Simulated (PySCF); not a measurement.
**Which functional comes closest?**

Molecule: SMILES ClC(Cl)Cl, CHCl₃.

Numbering as in the mapped SMILES `[Cl:1][CH:2]([Cl:3])[Cl:4]` (H(Xn): hydrogen on atom n).

Geometry PBE0-D3(BJ)/def2-SVP throughout; GIAO in PySCF, gas phase, one conformer, non-relativistic; equivalent atoms averaged; basis pcSseg-2.

Reference values (measured; solution, CD3OD, 298 K; Fulmer et al., Organometallics 2010, 29, 2176): δ(H(C2)) = 7.90 ppm, δ(C2) = 79.4 ppm. Computed shifts are taken against TMS, calculated as an isolated molecule at each level.

How do the functionals HF, LDA, PBE, BLYP, BP86, OPBE, KT2, KT3, B97-D, B3LYP, PBE0, mPW1PW91, WP04, B97-2, BHandHLYP, CAM-B3LYP, wB97X-D, LC-wPBE perform against the reference? Times are CPU seconds on shared hosts with different chips, so compare them loosely; the GGAs took longer than the global hybrids here, which isn't the general rule, and the cause wasn't traced.

Answers


| functional | kind | H(C2) | C2 | abs. error H | abs. error C | core-s |
| --- | --- | --- | --- | --- | --- | --- |
| HF | Hartree–Fock | 6.59 | 83.8 | 1.31 | 4.4 | 5.3 |
| LDA | LDA | 7.89 | 113.6 | 0.01 | 34.2 | 9.9 |
| PBE | GGA | 7.83 | 110.9 | 0.07 | 31.5 | 12 |
| BLYP | GGA | 7.83 | 113.3 | 0.07 | 33.9 | 12 |
| BP86 | GGA | 7.81 | 111.3 | 0.09 | 31.9 | 13 |
| OPBE | GGA | 7.85 | 107.1 | 0.05 | 27.7 | 12 |
| KT2 | GGA | 7.94 | 107.8 | 0.04 | 28.4 | 12 |
| KT3 | GGA | 7.90 | 107.4 | 0.00 | 28.0 | 12 |
| B97-D | GGA | 7.82 | 110.7 | 0.08 | 31.3 | 12 |
| B3LYP | global hybrid | 7.47 | 107.0 | 0.43 | 27.6 | 9 |
| PBE0 | global hybrid | 7.40 | 103.3 | 0.50 | 23.9 | 9 |
| mPW1PW91 | global hybrid | 7.38 | 103.8 | 0.52 | 24.4 | 9 |
| WP04 | global hybrid | 7.33 | 115.0 | 0.57 | 35.6 | 9.7 |
| B97-2 | global hybrid | 7.44 | 103.9 | 0.46 | 24.5 | 9.6 |
| BHandHLYP | global hybrid | 7.07 | 98.1 | 0.83 | 18.7 | 9.8 |
| CAM-B3LYP | range-separated hybrid | 7.15 | 101.1 | 0.75 | 21.7 | 14 |
| wB97X-D | range-separated hybrid | 7.12 | 101.0 | 0.78 | 21.6 | 12 |
| LC-wPBE | range-separated hybrid | 6.77 | 94.3 | 1.13 | 14.9 | 15 |

For 1H the closest is KT3 (0.00 ppm, with LDA practically level) and the furthest HF (1.31 ppm).

For 13C the closest is HF (4.4 ppm) and the furthest WP04 (35.6 ppm). One molecule is a small sample, and vibrational and solvent effects are absent from the calculation.
